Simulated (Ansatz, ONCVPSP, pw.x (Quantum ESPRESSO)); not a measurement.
**Mo (bcc): variants of one ONCV potential in the solid**

ONCVPSP 4.0.1 input, shortened (lines: element, Z, core and valence counts, functional; n l f; lmax; l rc ep ncon nbas qcut; lloc lpopt rc5 dvloc0; l nproj debl; icmod fcfact rcfact), LDA (Perdew-Wang 92), scalar-relativistic:

```
  Mo 42.00    6    3  -001012      upf
    1    0    2.00
    2    0    2.00
    2    1    6.00
    3    0    2.00
    3    1    6.00
    3    2   10.00
    4    0    2.00
    4    1    6.00
    4    2    6.00
    2
    0    1.85    0.00    4    9    5.20
    1    1.85    0.00    4    8    8.10
    2    2.15    0.00    4    8    6.50
    4    5    1.70    3.00
    0    2    3.90
    1    2    2.60
    2    2    3.40
    3    5.00    1.40
```

Crystal test: bcc Mo in pw.x 7.5, no spin, 15³ k-points, Fermi–Dirac smearing 0.01 Ry, cutoffs set for each file from its atomic test. The reference is all-electron LAPW (Ansatz 0.2.0) with the same functional, mesh and smearing; V0 and B0 come from Birch–Murnaghan fits to the pressures at five volumes. Errors are pseudo minus all-electron; Δ is the rms difference of the E(V) curves that follow from these fits, minima aligned, over ±6 % about the mean V0. Mesh and smearing are coarse, so the numbers serve the comparison and aren't converged zero-temperature values; the lattice is a test structure that the element need not adopt.

All-electron: a0 = 3.113 Å (V0 = 15.08 Å³/atom), B0 = 291.6 GPa.

```csv
change,cutoffs (Ry),pw.x,a0 (Å),a0 error (%),B0 error (%),Δ (meV/atom),mean pressure error (GPa)
base,50/200,converged,3.120,+0.23,+0.6,6.7,+2.07
"core correction Teter function, fcfact 6.4, rcfact 1.4",50/200,converged,3.120,+0.23,+0.6,6.6,+2.06
d: nproj 1,50/200,converged,3.122,+0.30,+0.5,8.8,+2.74
d: rc 2.68,50/200,converged,3.124,+0.38,-0.1,10.9,+3.40
"core correction Teter function, fcfact 5, rcfact 1.52",50/200,converged,3.120,+0.22,+0.6,6.6,+2.04
```

(1) Give the row for: s: qcut 3.3.

## Answers

(1) pw.x: converged; mean pressure error (GPa): +2.18; a0 (Å): 3.120; a0 error (%): +0.24; B0 error (%): +0.5; Δ (meV/atom): 7.0.
